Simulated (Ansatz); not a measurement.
# CH₆AlN: basis-set convergence

The task here is to estimate one member of a computed series from the others.

Program: Ansatz 0.2.0, Gaussian basis. Level of theory: one geometry, several basis sets. These are calculated values, not measurements.

Plan: PBE0-D4/def2-SVP; ωB97M-V/def2-SVP; PBE0-D4/def2-QZVPP; ωB97M-V/def2-QZVPP; the functionals' def2-TZVPP values are taken from earlier runs.

### Structure used throughout

The geometry comes from an earlier relaxation with PBE0-D4 in a triple-zeta def2 set; it is a stationary point, not always the lowest conformer.

SMILES `C[NH][AlH2]`, 9 atoms, charge 0, spin multiplicity 1.

Atoms are counted from 1 here; the program's logs count them from 0.

Bond lengths: C1–N2 1.447 Å, C1–H4 1.097 Å, C1–H5 1.097 Å, C1–H6 1.093 Å, N2–Al3 1.768 Å, N2–H7 1.010 Å, Al3–H8 1.584 Å, Al3–H9 1.584 Å. Angles: N2–C1–H4 112.4°, N2–C1–H5 112.3°, N2–C1–H6 109.8°, H4–C1–H5 107.6°, H4–C1–H6 107.2°, H5–C1–H6 107.2°, C1–N2–Al3 128.6°, C1–N2–H7 111.9°, Al3–N2–H7 119.5°, N2–Al3–H8 117.5°, N2–Al3–H9 117.5°, H8–Al3–H9 125.0°.

Set-up of the first run:

The input, in.yaml:

```yaml
crystal:
  periodic: [false, false, false]
  atoms:
    - {symbol: C, position_ang: [-0.384527, 0.934743, -0.771719]}
    - {symbol: N, position_ang: [0.340042, -0.253158, -0.374238]}
    - {symbol: Al, position_ang: [0.335324, -1.074438, 1.190863]}
    - {symbol: H, position_ang: [-1.074756, 0.743883, -1.602157]}
    - {symbol: H, position_ang: [0.284426, 1.748566, -1.076009]}
    - {symbol: H, position_ang: [-0.980989, 1.302618, 0.066780]}
    - {symbol: H, position_ang: [0.905539, -0.619060, -1.126296]}
    - {symbol: H, position_ang: [1.234404, -2.369941, 1.339694]}
    - {symbol: H, position_ang: [-0.570864, -0.459513, 2.335884]}
basis:
  gaussian: {orbitals: def2-SVP}
hamiltonian: {xc: pbe0, dispersion: d4}
output: {orbitals: {seedname: orbitals}}
```

Among the steps run: PBE0-D4 in def2-SVP; ωB97M-V in def2-SVP; PBE0-D4 in def2-QZVPP; ωB97M-V in def2-QZVPP.

One table of the session follows, with a row left open; its other results are not shown here.

It belongs to the step «Density functionals: the series». 

| functional | basis | HOMO (eV) |
| --- | --- | --- |
| PBE0-D4 | def2-SVP | -6.80 |
| PBE0-D4 | def2-TZVPP | -6.88 |
| PBE0-D4 | def2-QZVPP | -6.90 |
| ωB97M-V | def2-SVP | -9.10 |
| ωB97M-V | def2-TZVPP | ? |
| ωB97M-V | def2-QZVPP | -9.24 |

Estimate the missing values for ωB97M-V, def2-TZVPP.

As computed: HOMO (eV): -9.21. In the column «HOMO (eV)» it lies between ωB97M-V, def2-QZVPP (-9.24) and ωB97M-V, def2-SVP (-9.10).
